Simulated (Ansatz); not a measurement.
**Defect calculation, host Si**

Computed with Ansatz, DFT PBE, scalar-relativistic, plane waves, PAW. Run with 420 eV cutoff, 2×2×2 k-mesh, shifted by half a step, Gaussian smearing of 0.01 eV, collinear spin in charge 0 alone.

Host crystal, relaxed:

```
CELL_PARAMETERS angstrom
0.00000 2.73505 2.73505
2.73505 0.00000 2.73505
2.73505 2.73505 0.00000
ATOMIC_POSITIONS crystal
Si 0.75000 0.75000 0.75000
Si 0.50000 0.50000 0.50000
```

Supercell of 32 atoms, rows in host cell vectors: -1 3 -1; 3 -1 -1; -1 -1 -1. Atoms relax at the host's cell from a start displaced at random by 0.06 Å near the defect, so other minima may exist. The cell is small, so energies carry finite-size errors of tenths of an eV. The host's Kohn–Sham gap is 0.61 eV. Atoms are taken from and returned to the elements' standard states. Charged cells are corrected for image charges with the computed static dielectric tensor (mean 13.0) and aligned with the host's potential at far atoms (alignment terms reach 0.19 eV; the program doubts the alignment in some charges, where it is up to 0.19 eV). No band-filling term is added, and the Fermi level counts from the host's valence band top.

The defect is a foreign atom on a Si site at (0.750, 0.750, 0.750) of the host cell.

| charge | E_f at the valence band top (eV) | over the neutral state (eV) | moment (μB) | largest move (Å) | atoms near the site |
| --- | --- | --- | --- | --- | --- |
| +1 | 2.59 | 0.05 | 0.00 | 0.15 | 4 Si at 2.51 Å |
| 0 | 2.54 | 0.00 | 1.50 | 0.11 | 4 Si at 2.48 Å |

Among the charges computed the stable one is 0 at the valence band top and stays so across the gap. In charge +1 the cell has partly filled bands: a level of the defect may be part filled, the carrier may sit in the host's bands, or levels may cross between the k points, so transitions that involve it are doubtful. Without the alignment that the program doubts, the level (+1/0) would lie at 0.15 eV, inside the gap, so these runs don't decide whether the defect changes charge there. Fractional moments come from partly filled bands of the small cell.

(1) Which element is it? Judge by the nearest distance in charge 0 and covalent radii.
A. Ag
B. Ca
C. O
D. Be
E. F

Answers

(1) A. The nearest neighbour is Si at 2.48 Å, and the summed covalent radii with Si are 2.56 Å for Ag, 2.07 Å for Be, 2.87 Å for Ca, 1.68 Å for F, 1.77 Å for O, so Ag fits best. Bonds can miss such sums by a tenth of an ångström or more.

Cost: 3 runs of about 16 core-minutes in all, on Intel Xeon Processor @ 2.10GHz (Emerald Rapids) (shared hosts).